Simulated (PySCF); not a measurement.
## SiN: from constants to spectrum

ROHF-CCSD(T) constants of SiN, ²Σ⁺ (doublet), unpaired electrons σ ↑ (basis Si aug-cc-pV(D+d)Z, N aug-cc-pVDZ; no relativity; PySCF 2.14; masses 27.9769 and 14.0031 u):

| Quantity | Value |
| --- | --- |
| ωe | 1077.1 cm⁻¹ |
| ωexe | 6.44 cm⁻¹ |
| Be | 0.70114 cm⁻¹ |
| αe | 0.00560 cm⁻¹ |
| De to Si + N | 3.81 eV |

Problem. What force constant and bond length do these constants imply?

Solution. Reduced mass μred = 9.3321 u; k = 5.8918×10⁻⁷·μred·ωe² (u, cm⁻¹, mdyn/Å) = 6.38 mdyn/Å; Re = √(16.8576/(μred·Be)) (u, cm⁻¹, Å) = 1.605 Å.

Problem. Estimate the centrifugal constant D from the Kratzer relation and find the Dunham coefficient a1.

Solution. D = 4Be³/ωe² = 1.19e-06 cm⁻¹; a1 = −1 − αeωe/(6Be²) = -3.04.

Correlated steps freeze 6 core orbitals. Correlated levels converge slowly with the basis: in double zeta they bind strong bonds too weakly, by up to about 1 eV, and carry superposition errors of some tenths. The CCSD T1 diagnostic is raised, a sign that a single reference may not be enough here. The state is the lowest determinant that a PBE0 search found; another state may lie lower at other levels.
